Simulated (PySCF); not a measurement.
Molecule: SMILES C=CN=C=O, C3H3NO.

Bonds (- single, = double, # triple, : aromatic): C1=C2 1.337 Å, C2-N3 1.376 Å, N3=C4 1.199 Å, C4=O5 1.169 Å. C1 carries H6, H7; C2 carries H8. H7 is cis to N3; H6 is trans to N3.

Geometry PBE0-D3(BJ)/def2-SVP throughout; GIAO in PySCF 2.14.0 with density-fitted response routines, gas phase, one conformer, non-relativistic; equivalent atoms averaged; basis pcSseg-2.

**Question.** How do the shifts δ (against TMS, NH3, H2O at the same level) depend on the functional? (ppm; last column core-seconds on 1 thread of an Intel Xeon Platinum 8259CL, shared host)

**Answer.** 
```csv
functional,kind,C2,C4,C1,N3,O5,H8,H7,H6,core-s
HF,Hartree–Fock,136.5,135.9,121.9,34.4,135.0,5.77,5.32,5.28,12
LDA,LDA,138.4,128.0,128.2,79.2,179.5,5.78,5.41,5.44,28
PBE,GGA,133.7,124.3,122.2,71.5,169.5,5.72,5.29,5.31,35
BLYP,GGA,133.6,123.5,121.1,69.5,166.6,5.69,5.22,5.22,37
BP86,GGA,133.4,124.0,121.9,69.6,166.8,5.70,5.27,5.29,45
OPBE,GGA,129.4,121.7,118.8,69.0,165.4,5.74,5.31,5.37,44
KT2,GGA,126.1,119.5,114.7,64.0,155.3,5.62,5.14,5.13,38
KT3,GGA,124.8,118.1,113.3,62.5,153.9,5.62,5.13,5.14,40
B97-D,GGA,129.7,121.4,117.9,65.1,159.6,5.68,5.21,5.22,38
B3LYP,global hybrid,135.8,127.3,123.2,61.3,160.1,5.71,5.27,5.26,36
PBE0,global hybrid,136.1,128.7,124.2,61.0,160.8,5.74,5.34,5.36,30
mPW1PW91,global hybrid,136.2,128.8,124.3,60.4,160.3,5.73,5.32,5.34,25
```

**Question.** Which nucleus moves most, in ppm?

**Answer.** N3 (heterocumulene nitrogen): from 34.4 ppm with HF to 79.2 ppm with LDA. The smallest spread is 0.15 ppm, at H8. Proton shifts span only some 12 ppm, so a few tenths of a ppm matter as much there as several ppm in carbon.
